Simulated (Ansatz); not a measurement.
System (SMILES): [SiH2] (SiH2) (closed-shell singlet).
Atoms: Si1, H2, H3. Bonds: Si1-H2, Si1-H3.

Basis-set convergence of the lowest harmonic wavenumber at PBE with Ansatz (a program for electronic structure). Each level at its own minimum, finite differences of forces, unscaled; the reference is a large set that could be run, not a limit. Cartesian d functions, on some or all atoms, in 6-31+G*, 6-311+G**; all else is spherical. The program fits the integrals of some runs and decomposes those of others, by size. Core-valence sets carry the plain set on hydrogen. No added dispersion term, no relativity. Reference: the value in def2-QZVPPD, 974 cm⁻¹, itself unsure by roughly 1 cm⁻¹ (its mean distance from pcseg-3, def2-QZVPP, cc-pV(Q+d)Z). Deviations are taken from unrounded values.

```tsv
basis	functions
6-31+G*	27
def2-SVPD	40
6-311+G**	43
6-311++G(2d,2p)	55
def2-TZVPD	61
def2-TZVPPD	82
6-311++G(3df,3pd)	83
cc-pCVTZ	87
def2-QZVPPD	142
```

Question: Which is the smallest set listed that can be trusted to 10 cm⁻¹ here, that is, within that of the reference together with its larger relatives (same family, alike in diffuse functions; a set with none to test it counts only in the reference's own line)?

Answer: The smallest set listed that lies within 10 cm⁻¹ of the reference with all its larger relatives (same family, alike in diffuse functions; a set with none counts only in the reference's own line) is def2-SVPD (40 functions, 0 cm⁻¹ off). Inside, with no larger relative to test it: cc-pCVTZ. Value minus reference: 6-31+G* 20, def2-SVPD 0, 6-311+G** 5, 6-311++G(2d,2p) 0, def2-TZVPD 0, def2-TZVPPD -1, 6-311++G(3df,3pd) 0, cc-pCVTZ 1, def2-QZVPPD 0 cm⁻¹.
